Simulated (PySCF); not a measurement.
# Cl₂+: from the state search to spectroscopic constants

An exercise on one series of results from a longer session: the logs are not shown, and one member is left open.

Program: PySCF 2.14.0. Level of theory: Cl 6-31G(d,p), no relativity. These are calculated values, not measurements.

The first run:

Settings of the job:

| Item | Value |
| --- | --- |
| atoms | Cl, Cl |
| charge | 1 |
| basis | Cl 6-31G(d,p) |
| Hamiltonian | no relativity |
| basis functions | 36 |
| electrons treated | 33 |
| masses in u | 34.9689, 34.9689 |
| levels | PBE0, PBE, r²SCAN, B3LYP, PW91, revPBE, LC-ωPBE, HF, MP2, SCS-MP2, CCSD, CCSD(T) |
| grid | 80 radial by 434 angular points |
| occupations | held fixed by the projection of orbital angular momentum |
| dissociation limit | Cl+ + Cl, each in its ground configuration |
| starting distance in angstrom | 2.040 |
| values of 2S to try | 1, 3 |

Steps of the session up to this table: The job; The PBE0 curve of the state that the search chose; Excited determinants; PBE (GGA); r²SCAN (meta-GGA); B3LYP (global hybrid GGA); PW91; revPBE; LC-ωPBE; UHF (mean field); Correlated methods on the Hartree–Fock reference.

One table of the session follows, with a row left open; its other results are not shown here.

It belongs to the step «Constants by level of theory». Differences from CCSD(T) in the same basis:

| level | Re (mÅ) | ωe (%) |
| --- | --- | --- |
| UHF | -66 | +24.7 |
| UHF-MP2 | -10 | +1.7 |
| UHF-SCS-MP2 | -9 | +2.0 |
| UHF-CCSD | ? | ? |
| PBE | +7 | +0.1 |
| revPBE | +13 | -1.3 |
| PW91 | +9 | -0.1 |
| r²SCAN | -11 | +4.1 |
| B3LYP | 0 | +3.4 |
| PBE0 | -30 | +10.3 |
| LC-ωPBE | -60 | +21.3 |

Q: Estimate the row for UHF-CCSD from the others.

The run gave: Re (mÅ): -14; ωe (%): +5.3. In the column «Re (mÅ)» it lies between PBE0 (-30) and r²SCAN (-11).
